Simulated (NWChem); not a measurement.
# PBE0-D3(BJ)/def2-SVP run of [SF3]+ (SMILES F[S+](F)F)

Aim: the adiabatic ionisation energy of [SF3]+ at PBE0-D3(BJ)/def2-SVP, from 2 runs. 

Program for the calculation: NWChem 7.3.0.

## (1) The structure to begin with

The species is [SF3]+ (4 atoms), meant as a singlet with charge +1. SMILES: `F[S+](F)F`. The coordinates come from a PBE0-D4/def2-TZVP relaxation. The run starts from this shape.

Bond lengths: F1–S2 1.503 Å, S2–F3 1.503 Å, S2–F4 1.503 Å. Angles: F1–S2–F3 99.6°, F1–S2–F4 99.6°, F3–S2–F4 99.6°.

## (2) A structure relaxation at PBE0-D3(BJ)/def2-SVP

Input file f3s.nw:

```
start f3s
title "F3S optimise"
memory stack 880 mb heap 220 mb global 1100 mb
charge 1

geometry units au
 F      1.17733717     0.36099438     2.20674658
 S      0.81781677    -0.11066236    -0.57020596
 F     -1.03069442    -2.26287145    -0.45088865
 F     -0.96445952     2.01253943    -1.18565197
end

basis spherical bse
 F library def2-SVP
 S library def2-SVP
end

dft
 xc pbe0
 disp vdw 4
 grid fine
 convergence energy 1e-07
 iterations 100
 mulliken
 print low
end

driver
 maxiter 60
end

freq
 temp 2 298.15 500
end

task dft optimize
task dft frequencies
```

The run is started by

```sh
$ nwchem f3s.nw > f3s.out
```

The log of the run:

```text
[...]
 Group name             C3
[...]
 d= 0,ls=0.0,diis     1   -696.3342855630 -9.04D+02  2.68D-02  2.08D+00     0.4
[...]
         Total DFT energy =     -696.508505946893
[...]
@    0    -696.50850595  0.0D+00  0.02809  0.01986  0.00000  0.00000      2.0
[...]
         Total DFT energy =     -696.510630056843
[...]
@    1    -696.51068571 -2.2D-03  0.00129  0.00098  0.02417  0.04559      4.2
[...]
@    2    -696.51068322  2.5D-06  0.00142  0.00101  0.00710  0.01595      5.5
[...]
         Total DFT energy =   -696.510704680201
[...]
@    3    -696.51070468 -2.1D-05  0.00001  0.00001  0.00380  0.00815      6.6
[...]
         Total DFT energy =     -696.510704680964
[...]
         Total DFT energy =   -696.510704680964
[...]
                         DFT ENERGY GRADIENTS
    atom               coordinates                        gradient
                 x          y          z           x          y          z
   1 F       2.447094   0.709290  -0.506055   -0.000001   0.000001   0.000001
   2 S       0.000000   0.000000   0.864984    0.000000   0.000000  -0.000002
   3 F      -1.837811   1.764601  -0.506055   -0.000000  -0.000001   0.000001
   4 F      -0.609284  -2.473891  -0.506055    0.000001   0.000000   0.000001
[...]
@    4    -696.51070468 -7.6D-10  0.00000  0.00000  0.00002  0.00004      7.3
[...]
      Optimization converged
[...]
@    4    -696.51070468 -7.6D-10  0.00000  0.00000  0.00002  0.00004      7.3
[...]
 d= 0,ls=0.0,diis     2   -696.5107045007  1.05D-11  1.07D-07  2.22D-10     8.0
         Total DFT energy =     -696.510704500677
      One electron energy =    -1358.205280643452
           Coulomb energy =      513.629871409121
    Exchange-Corr. energy =      -56.310247792715
 Nuclear repulsion energy =      204.376402061767
    Dispersion correction =       -0.001449535398
[...]
 Normal Eigenvalue ||           Projected Infra Red Intensities
  Mode   [cm**-1]  || [atomic units] [(debye/angs)**2] [(KM/mol)] [arbitrary]
 ------ ---------- || -------------- ----------------- ---------- -----------
    1       -0.000 ||    0.011013           0.254        10.736       2.365
    2        0.000 ||    0.008427           0.194         8.215       1.809
    3        0.000 ||    0.002858           0.066         2.786       0.614
    4        0.000 ||    0.006030           0.139         5.878       1.295
    5        0.000 ||    0.006188           0.143         6.032       1.329
    6        0.000 ||    0.005238           0.121         5.106       1.125
    7      369.397 ||    0.009972           0.230         9.721       2.141
    8      369.399 ||    0.009972           0.230         9.721       2.141
    9      511.602 ||    0.039237           0.905        38.251       8.425
   10      983.772 ||    0.091969           2.122        89.656      19.746
   11      997.799 ||    0.183998           4.245       179.371      39.506
   12      997.803 ||    0.184001           4.245       179.373      39.506
 ----------------------------------------------------------------------------
[...]
```

Run time: 30 s. Hardware: 1 thread of Intel Xeon 6975P-C (Granite Rapids), shared host; peak memory 0.16 GiB.

The path in brief:

```csv
step,energy from the first frame kept (eV)
0,0.0000
1,-0.0593
2,-0.0592
3,-0.0598
4,-0.0598
```

After the run. Bond lengths: F1–S2 1.531 Å, S2–F3 1.531 Å, S2–F4 1.531 Å. Angles: F1–S2–F3 99.4°, F1–S2–F4 99.4°, F3–S2–F4 99.4°.

## (3) Doublet [SF3]2+: a structure relaxation at UPBE0-D3(BJ)/def2-SVP

Input file f3s.nw:

```
start f3s
title "F3S PBE0"
memory total 2200 mb
charge 2

geometry units angstrom noautosym
 F        0.623020       0.191030       1.167760
 S        0.432770      -0.058560      -0.301740
 F       -0.545420      -1.197460      -0.238600
 F       -0.510370       1.064990      -0.627420
end

basis spherical bse
 * library def2-SVP
end

dft
 xc pbe0
 mult 2
 disp vdw 4
 grid fine
 convergence energy 1e-07
 iterations 100
 mulliken
 print low
end

driver
 maxiter 60
end

freq
 temp 2 298.15 500
end

task dft optimize
task dft frequencies
```

The run is started by

```sh
$ nwchem f3s.nw > f3s.out
```

The log of the run, cut to the lines that bear on the results:

```text
[...]
 d= 0,ls=0.0,diis     1   -695.3822756135 -9.04D+02  1.75D-02  9.07D-01     0.8
[...]
         Total DFT energy =     -695.686676658227
[...]
@    0    -695.68667666  0.0D+00  0.03645  0.02659  0.00000  0.00000      5.5
[...]
         Total DFT energy =     -695.703820233122
[...]
@    1    -695.70382023 -1.7D-02  0.01789  0.01272  0.13339  0.24937     11.0
[...]
@    2    -695.70500309 -1.2D-03  0.00187  0.00162  0.01928  0.04144     15.8
[...]
         Total DFT energy =     -695.705042375680
[...]
@    3    -695.70504238 -3.9D-05  0.00005  0.00002  0.00590  0.01046     21.9
[...]
         Total DFT energy =     -695.705042380503
[...]
         Total DFT energy =   -695.705042380503
                         DFT ENERGY GRADIENTS
    atom               coordinates                        gradient
                 x          y          z           x          y          z
   1 F       1.214148   0.387810   2.366096   -0.000002   0.000003   0.000019
   2 S       0.440646  -0.059623  -0.307258    0.000027  -0.000003  -0.000026
   3 F      -1.128807  -2.396389  -0.453943   -0.000013  -0.000009   0.000005
   4 F      -1.058520   2.140261  -1.233598   -0.000012   0.000009   0.000002
[...]
@    4    -695.70504238 -4.8D-09  0.00002  0.00001  0.00004  0.00010     23.9
[...]
      Optimization converged
[...]
@    4    -695.70504238 -4.8D-09  0.00002  0.00001  0.00004  0.00010     23.9
[...]
 d= 0,ls=0.0,diis     2   -695.7050424650  4.58D-09  8.79D-07  1.76D-08    25.0
[...]
         Total DFT energy =     -695.705042464995
      One electron energy =    -1346.184804835022
           Coulomb energy =      500.284482879615
    Exchange-Corr. energy =      -55.848005894258
 Nuclear repulsion energy =      206.044728105532
    Dispersion correction =       -0.001442720862
[...]
      <S2> =      0.7549 (Exact =     0.7500)
[...]
```

Wall time 73 s (1 thread of Intel Xeon 6975P-C (Granite Rapids), shared host); peak memory 0.17 GiB.

Step by step:

```csv
step,energy from the first frame kept (eV)
0,0.0000
1,-0.4665
2,-0.4987
3,-0.4998
4,-0.4998
```

After the run. Bond lengths: F1–S2 1.492 Å, S2–F3 1.492 Å, S2–F4 1.492 Å. Angles: F1–S2–F3 109.5°, F1–S2–F4 109.5°, F3–S2–F4 109.5°.

## (4) Summary of results

At PBE0-D3(BJ)/def2-SVP:

```
                                                                              quantity             value
                                  run 1, PBE0-D3(BJ)/def2-SVP: total energy at the end     -696.51070 Eh
                                        run 1, PBE0-D3(BJ)/def2-SVP: dispersion energy      -3.81 kJ/mol
                               run 1, PBE0-D3(BJ)/def2-SVP: lowest harmonic wavenumber          369 cm⁻¹
                              run 1, PBE0-D3(BJ)/def2-SVP: highest harmonic wavenumber          998 cm⁻¹
                                        run 1, PBE0-D3(BJ)/def2-SVP: zero-point energy       25.3 kJ/mol
run 1, PBE0-D3(BJ)/def2-SVP: ideal-gas entropy at 298.15 K (symmetry number 3 as used)  64.7 cal/(mol K)
                                              doublet [SF3]2+: total energy at the end     -695.70504 Eh
                                                    doublet [SF3]2+: dispersion energy      -3.79 kJ/mol
                                                                 doublet [SF3]2+: ⟨S²⟩             0.755
                                           doublet [SF3]2+: lowest harmonic wavenumber          347 cm⁻¹
                                          doublet [SF3]2+: highest harmonic wavenumber         1066 cm⁻¹
                                                    doublet [SF3]2+: zero-point energy       24.9 kJ/mol
             adiabatic ionisation energy (to the doublet dication, no zero-point term)         21.923 eV
```

In words: The program (doublet [SF3]2+) took a symmetry number of 1 where this shape has 3, so the entropy in its output is too high by R ln(3/1) = 2.18 cal/(mol K). The adiabatic ionisation energy (to the doublet dication, no zero-point term) is 21.92 eV (2115 kJ/mol). All 6 modes (run 1, PBE0-D3(BJ)/def2-SVP) are real, so the shape is a minimum at this level. The optimisation (run 1, PBE0-D3(BJ)/def2-SVP) took 5 steps and changed the energy by -0.060 eV. Mulliken charges (run 1, PBE0-D3(BJ)/def2-SVP) run from -0.15 on F1 to +1.46 on S2. All 6 modes (doublet [SF3]2+) are real, so the shape is a minimum at this level.
